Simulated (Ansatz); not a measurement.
**PH2⁺, singlet: reading a ladder of total energies**

Geometry: a point of a bend scan, not a stationary point.

```xyz
3

P     0.0000   -0.0309    0.0000
H     0.0000    0.4754   -1.3365
H     0.0000    0.4754    1.3365
```

Basis cc-pVDZ; Ansatz 0.2.0. Correlated methods freeze the noble-gas cores, which leaves 6 electrons in 23 orbitals. R marks a restricted (for open shells ROHF) determinant.

Full CI is exact within this basis and frozen core; it isn't the basis-set limit.

Runs differ by some tens of microhartree through their thresholds, so steps under 0.03 kcal/mol mean nothing.

```csv
level,total energy (hartree)
RHF,-341.478446
RMP2,-341.576097
RCCSD,-341.607250
RCCSD(T),-341.610308
RCCSDT,-341.611299
RCCSDT(Q),-341.611497
RCCSDTQ,-341.611545
full CI,-341.611549
```

Problem. What is the correlation energy at full CI, and what share of it do RMP2 and RCCSDT recover?

Solution. E(corr) = -341.611549 − (-341.478446) = -0.133103 hartree = -3.622 eV. RMP2: -0.097651 / -0.133103 = 73.36 %. RCCSDT: -0.132853 / -0.133103 = 99.81 %.

Problem. By how many kcal/mol does RCCSD(T) miss full CI (1 hartree = 627.509 kcal/mol), and which steps make up the rest?

Solution. -341.610308 − (-341.611549) = 0.001241 hartree = 0.78 kcal/mol. Steps: RCCSDT − RCCSD(T) = -0.62, RCCSDT(Q) − RCCSDT = -0.12, RCCSDTQ − RCCSDT(Q) = -0.03, full CI − RCCSDTQ = 0.00 kcal/mol. That is within 1 kcal/mol of the reference in this basis, which itself misses far more of the correlation at the basis-set limit.
